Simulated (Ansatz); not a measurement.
## Which is lower?

The two ends of one reaction step of AlH3SO, singlet (PBE0-D4/def2-TZVP).

A:

Al1  (-0.403, 0.356, -0.150)
O2  (0.702, 0.309, 1.133)
S3  (-0.301, -1.287, -1.570)
H4  (0.711, -1.867, -0.898)
H5  (-1.458, 1.513, -0.331)
H6  (0.749, 0.976, 1.815)
(Å)

B:

Al1  (-0.716, 0.274, -0.638)
O2  (0.787, 0.136, 0.614)
S3  (-0.453, -1.480, -1.639)
H4  (1.024, -0.779, 0.341)
H5  (-1.420, 1.627, -0.252)
H6  (0.778, 0.221, 1.575)
(Å)

Ansatz 0.2.0; basis: def2-TZVPP; cores frozen in the correlated methods. B3LYP uses VWN-RPA correlation.

**Question.** Which structure is lower at CCSD(T), and by how much? (To be estimated.)

**Answer.** Computed: A, by 1.456 eV (electronic energy, against the other). By their contacts, A is AlH₃SO ([OH][AlH][SH]) and B is AlH₃SO ([OH2][AlH][S]).

All methods give the same order:

```csv
method,E(B) − E(A) (eV)
SPW92,1.200
PBE-D4,1.286
BLYP-D4,1.376
r2SCAN-D4,1.385
B97M-V,1.379
PBE0-D4,1.352
B3LYP-D4,1.426
r2SCAN0-D4,1.409
BHLYP-D4,1.496
CAM-B3LYP-D4,1.493
wB97X-V,1.500
wB97M-V,1.412
B2PLYP,1.441
PBE-QIDH,1.416
RPA on PBE,1.494
HF,1.591
MP2,1.445
CCSD,1.508
CCSD(T),1.456
```

No T1 diagnostic of these runs exceeds 0.014.

Labels in which every atom is bracketed show which atoms are joined, not bond orders.

For scale, one of the runs: CCSD(T)/def2-TZVPP, 157 basis functions, launched by `ansatz run in.yaml --threads 2 --pin off --events-out ev --progress --plain --max-ram 4352MiB`. The run took 12 s on 2 CPU threads of an Arm Neoverse V2 (shared host), with 1 GiB of host memory at its peak.
